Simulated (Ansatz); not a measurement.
Reading a saddle point

A first-order saddle point of AlNH$_{6}$O, closed shell, PBE0-D4/def2-TZVP, with one imaginary mode of 708i cm⁻¹:

Al1  (-0.250, -0.744, 0.556)
N2  (-0.500, 1.067, 0.027)
H3  (-1.496, -1.693, 0.310)
H4  (0.740, -0.904, 1.793)
H5  (0.436, 0.415, -0.879)
O6  (0.817, -0.627, -1.041)
H7  (-0.140, 1.814, 0.605)
H8  (-1.380, 1.371, -0.368)
H9  (1.774, -0.700, -1.002)
(Å)

Ansatz 0.2.0; basis: def2-TZVPP and def2-QZVPP; cores frozen in the correlated methods. Extrapolation: Hartree–Fock as exp(−7.88 √X), correlation as X^−2.97.

**Question.** Which contacts change along the imaginary mode, and what lies on either side? (Judge from chemistry; the calculation decides.)

**Answer.** The calculation gives: The step is AlNH₄ ([NH2][AlH2]) + H₂O → AlH₃O ([OH][AlH2]) + NH₃ (still joined by a long Al–N bond), with the molecules in contact on both sides. Shortening one way: Al1–O6, N2–H5; lengthening the same way: Al1–N2, H5–O6.
| pair | one side (Å) | saddle (Å) | other side (Å) |
| --- | --- | --- | --- |
| Al1–O6 | 2.01 | 1.92 | 1.74 |
| N2–H5 | 2.01 | 1.46 | 1.02 |
| Al1–N2 | 1.84 | 1.90 | 2.04 |
| H5–O6 | 0.99 | 1.12 | 2.38 |

**Question.** Which side is lower, and how far does the saddle lie above each? (To be estimated.)

**Answer.** Computed: The side with Al1–O6, N2–H5 short is lower by 20.35 kcal/mol; the saddle lies 23.78 kcal/mol above it and 3.43 kcal/mol above the other (CCSD(T) at an estimated basis limit (MP2 extrapolated from triple and quadruple zeta, plus CCSD(T) − MP2 in triple zeta); electronic energies).

The T1 diagnostic stays at or below 0.011.

The step is the kind of ligand exchange by which a precursor binds to a hydroxyl group, or is hydrolysed, in atomic layer deposition of oxides.

Labels in which every atom is bracketed show which atoms are joined, not bond orders.

For scale, one of the runs: CCSD(T)/def2-TZVPP, 188 basis functions, launched by `ansatz run in.yaml --threads 2 --pin off --events-out ev --progress --plain --max-ram 4352MiB`. Time: 43 s of wall clock on 2 CPU threads of an Arm Neoverse V2; the host was shared. Peak host memory: 2 GiB.
